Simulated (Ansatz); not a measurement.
in.yaml

```yaml
crystal:
  periodic: [false, false, false]
  atoms:
    - {symbol: C, position_ang: [-0.020581, -0.245205, 1.409284]}
    - {symbol: C, position_ang: [-0.021414, 0.473279, 0.154424]}
    - {symbol: F, position_ang: [0.026550, -0.144187, -0.988569]}
basis:
  gaussian: {orbitals: cc-pVDZ}
magnetization: {spin_polarized: true, initial_magnetization: 3}
hamiltonian: {xc: {name: r2SCANh}}
```

```sh
$ ansatz run in.yaml --threads 1 --pin off --events-out ev --progress --plain --max-ram 2393MiB
```

(1) Roughly how long does this take on 1 thread of Arm Neoverse V1, shared host, and how much host memory?

```
394 factors; integrals over basis functions are off by at most 1.2e-3 eV
mean field evaluation 1: about -4778.7744 eV, gradient 1.4e1 eV
mean field evaluation 2: about -4776.0796 eV, gradient 2.7e1 eV
mean field evaluation 4: about -4780.0746 eV, gradient 3.1e0 eV
mean field evaluation 8: about -4780.1697 eV, gradient 9.5e-2 eV
mean field evaluation 16: about -4780.1699 eV, gradient 8.8e-4 eV
mean field -4780.16987935 eV, -175.6680029505 hartree, gradient 2.1e-5 eV, S^2 3.756462; 1 other end points of the search recorded, 0 dependent functions left out
reference -4780.16988370 eV, -175.6680031106 hartree; 12, 9 occupied and 30, 33 virtual orbitals, 394 factors
Total energy: -4780.16988370 eV, -175.6680031106 hartree
```

## Answers

(1) 2.6 s wall and 0.15 GiB.
